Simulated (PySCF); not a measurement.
C3H5FS.
Atom-mapped SMILES: `[CH3:1][S:2]/[CH:3]=[CH:4]\[F:5]` (hydrogens: H6, H7, H8 on C1; H9 on C3; H10 on C4)

The same species was optimised twice, with GFN2-xTB and with PBE0-D3(BJ)/def2-SVP (PySCF), and the same property calculations (PySCF, gas phase) were run on both structures.

| coordinate | GFN2-xTB | PBE0-D3(BJ)/def2-SVP | change |
| --- | --- | --- | --- |
| C3–H9 (Å) | 1.078 | 1.094 | +0.016 |
| C4–H10 (Å) | 1.080 | 1.093 | +0.013 |
| C1–H6 (Å) | 1.085 | 1.099 | +0.014 |
| C1–H8 (Å) | 1.085 | 1.097 | +0.012 |
| C4–F5 (Å) | 1.348 | 1.336 | -0.012 |
| C1–H7 (Å) | 1.085 | 1.097 | +0.012 |
| C1–S2 (Å) | 1.816 | 1.806 | -0.010 |
| C3=C4 (Å) | 1.325 | 1.335 | +0.010 |
| S2–C3 (Å) | 1.744 | 1.742 | -0.002 |
| C4–C3–H9 (°) | 117.6 | 115.7 | -1.9 |
| S2–C1–H7 (°) | 109.8 | 111.7 | +1.9 |
| S2–C1–H8 (°) | 109.8 | 111.5 | +1.7 |
| F5–C4–H10 (°) | 111.5 | 112.8 | +1.3 |
| S2–C3–H9 (°) | 110.4 | 111.5 | +1.1 |
| H6–C1–H8 (°) | 110.2 | 109.3 | -0.9 |
| H7–C1–H8 (°) | 110.8 | 109.9 | -0.9 |
| S2–C3–C4 (°) | 132.0 | 132.9 | +0.9 |
| C1–S2–C3–C4 (°) | 0 | 2 | +2 |

Rotational constants: A = 6773, B = 3058, C = 2136 MHz (GFN2-xTB) against A = 6820, B = 3023, C = 2124 MHz (PBE0-D3(BJ)/def2-SVP).

On the GFN2-xTB structure: HOMO (eV) -6.19 [PBE0/pcSseg-1]; LUMO (eV) 0.43 [PBE0/pcSseg-1]; dipole (D) 0.40 [PBE0/pcSseg-1]; GIAO shielding of C1 (ppm) 166.5 [PBE0/pcSseg-1]; GIAO shielding of S2 (ppm) 505.6 [PBE0/pcSseg-1]; GIAO shielding of C3 (ppm) 73.8 [PBE0/pcSseg-1]; GIAO shielding of C4 (ppm) 31.6 [PBE0/pcSseg-1]; GIAO shielding of F5 (ppm) 322.3 [PBE0/pcSseg-1].

Task: What do these properties become on the PBE0-D3(BJ)/def2-SVP structure?

Result: 
| property | level | on GFN2-xTB | on PBE0-D3(BJ)/def2-SVP | change |
| --- | --- | --- | --- | --- |
| HOMO (eV) | PBE0/pcSseg-1 | -6.19 | -6.16 | +0.03 |
| LUMO (eV) | PBE0/pcSseg-1 | 0.43 | 0.41 | -0.02 |
| dipole (D) | PBE0/pcSseg-1 | 0.40 | 0.41 | +0.01 |
| energy, GFN2-xTB geometry as zero (kcal/mol) | PBE0/pcSseg-1 | 0.0 | -0.3 | -0.3 |
| GIAO shielding of C1 (ppm) | PBE0/pcSseg-1 | 166.5 | 165.3 | -1.2 |
| GIAO shielding of S2 (ppm) | PBE0/pcSseg-1 | 505.6 | 507.9 | +2.3 |
| GIAO shielding of C3 (ppm) | PBE0/pcSseg-1 | 73.8 | 72.4 | -1.4 |
| GIAO shielding of C4 (ppm) | PBE0/pcSseg-1 | 31.6 | 30.9 | -0.7 |
| GIAO shielding of F5 (ppm) | PBE0/pcSseg-1 | 322.3 | 321.7 | -0.6 |

The heavy atoms differ by 0.019 Å rms after alignment. Among all bonds C3–H9 changes most (+0.016 Å). Changes are differences of the printed values. Neither structure is proved a minimum here.

Conformer computed: `[CH3:1][S:2]/[CH:3]=[CH:4]\[F:5]`: C1–S2–C3–C4 2°.
